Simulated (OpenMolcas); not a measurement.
# doublet CH5NSi+ at 6 levels

Wanted: a comparison of 6 runs (UHF/3-21G, UB3LYP/6-31G*, UBLYP/def2-SVPD, UPBE0/def2-SVPD, USVWN5/def2-SVPD, ROMP2/def2-SVPD) of doublet CH5NSi+. 

The calculation is run with OpenMolcas 26.06.

### Step 1. The system as given

The species is CH5NSi+ (8 atoms), meant as a doublet with charge +1. SMILES of the parent species: `C[Si]N`. Geometry: relaxed at PBE0-D4/def2-TZVP. This is one conformer, not always the lowest. That shape belongs to the parent species and isn't relaxed for this state.

Bond lengths: C1–Si2 1.904 Å, Si2–N3 1.709 Å, C1–H4 1.094 Å, C1–H5 1.094 Å, C1–H6 1.098 Å, N3–H7 1.008 Å, N3–H8 1.010 Å. Angles: C1–Si2–N3 98.7°, Si2–C1–H4 115.0°, Si2–C1–H5 110.7°, Si2–C1–H6 107.9°, Si2–N3–H7 121.7°, Si2–N3–H8 126.1°, H4–C1–H5 108.8°, H4–C1–H6 108.0°, H5–C1–H6 106.1°, H7–N3–H8 112.1°.

### Step 2. The energy at UHF/3-21G (run 1)

The input, run.input:

```
&GATEWAY
  BasLib = $CurrDir
  BasisSet
  C.3-21G....
  C1 -0.660000 0.824700 -0.552100 angstrom
  End of Basis
  BasisSet
  Si.3-21G....
  Si2 0.963800 0.653800 0.427700 angstrom
  End of Basis
  BasisSet
  N.3-21G....
  N3 0.932200 -1.034400 0.690700 angstrom
  End of Basis
  BasisSet
  H.3-21G....
  H4 -1.026400 -0.101800 -1.004300 angstrom
  H5 -0.562500 1.583400 -1.334100 angstrom
  H6 -1.431400 1.195000 0.135900 angstrom
  H7 1.651200 -1.501900 1.220100 angstrom
  H8 0.225200 -1.675700 0.360300 angstrom
  End of Basis

&SEWARD

&SCF
  UHF
  Charge = 1
  Spin = 2
  Thresholds = 1e-10 1e-07 1e-07 1e-05
  PrOrbitals = 1 1
```

The basis set 3-21G is read from a file made from the Basis Set Exchange's data (not shown).

On the command line:

```console
$ export MOLCAS_MEM=1860
$ pymolcas run.input > run.log
```

The log of the run:

```text
--- Start Module: gateway ---
[...]
--- Stop Module: gateway /rc=_RC_ALL_IS_WELL_ ---
--- Start Module: seward ---
[...]
      Basis functions           41
--- Stop Module: seward /rc=_RC_ALL_IS_WELL_ ---
[...]
--- Start Module: scf ---
[...]
       Convergence after  23 Iterations
[...]
::    Total SCF energy                               -381.8502293801
[...]
      Total spin, S                                     0.5112718211
[...]
      Total electronic charge=   31.000000
      Total            charge=    1.000000
[...]
      Dipole Moment (debye):
      Origin of the operator (angstrom)=    0.5243    0.2236    0.2437
                   X=  9.7411E-01               Y=  3.4065E-01               Z=  6.1295E-01           Total=  1.2003E+00
      Center of Charge (angstrom)
[...]
--- Stop Module: scf /rc=_RC_ALL_IS_WELL_ ---
[...]
```

It took 3.3 s on 1 thread of Intel Xeon Platinum 8259CL at 2.50GHz (Skylake/Cascade Lake), shared host; peak memory 0.38 GiB.

### Step 3. A single-point energy at UB3LYP/6-31G(d) (spherical functions) (run 2)

The input, input.xyz:

```xyz
8

C     -0.660000     0.824700    -0.552100
Si     0.963800     0.653800     0.427700
N      0.932200    -1.034400     0.690700
H     -1.026400    -0.101800    -1.004300
H     -0.562500     1.583400    -1.334100
H     -1.431400     1.195000     0.135900
H      1.651200    -1.501900     1.220100
H      0.225200    -1.675700     0.360300
```

The input, job.input:

```
&GATEWAY
 BasLib = $CurrDir
 Coord = input.xyz
 Basis = 6-31Gs
 Group = NoSym

&SEWARD
 GridInput
 Grid=UltraFine
 End of Grid

&SCF
 UHF
 Charge = 1
 Spin = 2
 KSDFT = B3LYP
 Thresholds = 1e-10 1e-07 1e-07 1e-05
 PrOrbitals = 1 2
```

The basis set 6-31G* is read from a file made from the Basis Set Exchange's data (not shown).

On the command line:

```console
$ export MOLCAS_MEM=1860
$ pymolcas job.input > job.log
```

The log of the run:

```text
--- Start Module: gateway ---
[...]
--- Stop Module: gateway /rc=_RC_ALL_IS_WELL_ ---
--- Start Module: seward ---
[...]
      Basis functions           56
--- Stop Module: seward /rc=_RC_ALL_IS_WELL_ ---
[...]
--- Start Module: scf ---
[...]
       Convergence after  21 Iterations
[...]
::    Total KS-DFT energy                            -385.0508180192
[...]
      Total spin, S                                     0.5027001028
[...]
      Total electronic charge=   31.000000
      Total            charge=    1.000000
[...]
      Dipole Moment (debye):
      Origin of the operator (angstrom)=    0.5243    0.2236    0.2437
                   X=  3.6948E-01               Y= -1.8078E-01               Z=  3.3548E-01           Total=  5.3079E-01
      Center of Charge (angstrom)
[...]
--- Stop Module: scf /rc=_RC_ALL_IS_WELL_ ---
[...]
```

It took 38 s on 1 thread of Intel Xeon Platinum 8259CL at 2.50GHz (Skylake/Cascade Lake), shared host; peak memory 0.39 GiB.

Runs 3 to 5 aren't shown in full; the table further down has their settings and results.

### Step 4. A single-point energy at ROMP2/def2-SVPD (run 6)

The input, coord.xyz:

```xyz
8

C     -0.660000     0.824700    -0.552100
Si     0.963800     0.653800     0.427700
N      0.932200    -1.034400     0.690700
H     -1.026400    -0.101800    -1.004300
H     -0.562500     1.583400    -1.334100
H     -1.431400     1.195000     0.135900
H      1.651200    -1.501900     1.220100
H      0.225200    -1.675700     0.360300
```

The input, calc.inp:

```
&GATEWAY
  BasLib = $CurrDir
  Coord = coord.xyz
  Basis = def2-SVPD
  Group = NoSym

&SEWARD

&SCF
  UHF
  Charge = 1
  Spin = 2
  Thresholds = 1e-10 1e-07 1e-07 1e-05
  PrOrbitals = 0

&RASSCF
  FileOrb = $Project.UnaOrb
  Spin = 2
  Nactel = 1 0 0
  Inactive = 15
  Ras2 = 1
  OutOrbitals = Canonical
  OrbListing = Few

&CASPT2
  IPEA = 0.0
  Frozen = 7
```

The basis set def2-SVPD is read from a file made from the Basis Set Exchange's data (not shown).

On the command line:

```console
$ export MOLCAS_MEM=1860
$ pymolcas calc.inp > calc.log
```

The log of the run:

```text
--- Start Module: gateway ---
[...]
--- Stop Module: gateway /rc=_RC_ALL_IS_WELL_ ---
[...]
      Basis functions          104
[...]
       Convergence after  22 Iterations
[...]
::    Total SCF energy                               -383.7318203650
[...]
      Total spin, S                                     0.5083724957
[...]
--- Start Module: rasscf ---
[...]
      Number of active orbitals                  1
[...]
      Spin quantum number                      0.5
[...]
      Active orbitals                            1
[...]
      Number of CSFs                             1
[...]
      Number of root(s) required                 1
[...]
      Convergence after 11 iterations
[...]
      printout of CI-coefficients larger than  0.05 for root  1
      energy=    -383.729038
      conf/sym  1     Coeff  Weight
             1  u   1.00000 1.00000
      Natural orbitals and occupation numbers for root  1
      sym 1:   1.000000
      ************************************************************************************************************************
      *                                                    Final results                                                     *
[...]
::    RASSCF root number  1 Total energy:   -383.72903797
[...]
      Total electronic charge=   31.000000
      Total            charge=    1.000000
[...]
      Dipole Moment (debye):
      Origin of the operator (angstrom)=    0.5243    0.2236    0.2437
                   X=  8.1469E-01               Y=  4.9983E-01               Z=  4.5483E-01           Total=  1.0585E+00
      Center of Charge (angstrom)
[...]
--- Stop Module: rasscf /rc=_RC_ALL_IS_WELL_ ---
[...]
--- Start Module: caspt2 ---
[...]
 ###    WARNING: User changed nr of frozen orbitals.                         ###
 ###############################################################################
[...]
      E2 (Variational):          -0.4042645097
      Total energy:            -384.1333024789
[...]
      Reference weight:           0.86975
[...]
::    CASPT2 Root  1     Total energy:   -384.13330248
[...]
--- Stop Module: caspt2 /rc=_RC_ALL_IS_WELL_ ---
[...]
```

It took 33 s on 1 thread of Intel Xeon Platinum 8259CL at 2.50GHz (Skylake/Cascade Lake), shared host; peak memory 0.59 GiB.

### Step 5. All runs side by side

```csv
run,level,integration grid,frozen core orbitals,energy (Eh),HOMO energy (eV),LUMO energy (eV),⟨S²⟩,wall time
1,UHF/3-21G,–,–,-381.850229,-16.96,-6.49,0.773,3.3 s
2,UB3LYP/6-31G* (spherical functions),UltraFine,–,-385.050818,-13.79,-10.62,0.755,38 s
3,UBLYP/def2-SVPD,UltraFine,–,-384.857068,-12.69,-11.25,0.754,1.7 min
4,UPBE0/def2-SVPD,UltraFine,–,-384.662943,-14.17,-10.26,0.757,96 s
5,USVWN5/def2-SVPD,UltraFine,–,-382.901716,-12.83,-11.53,0.753,66 s
6,ROMP2/def2-SVPD,–,7,-384.133302,–,–,–,33 s
```

### Step 6. Results

| quantity | value |
| --- | --- |
| run 6: total energy | -384.13330 Eh |

In words: Totals of different functionals can't be ranked against each other. All runs together took 5.7 min, the longest 1.7 min.
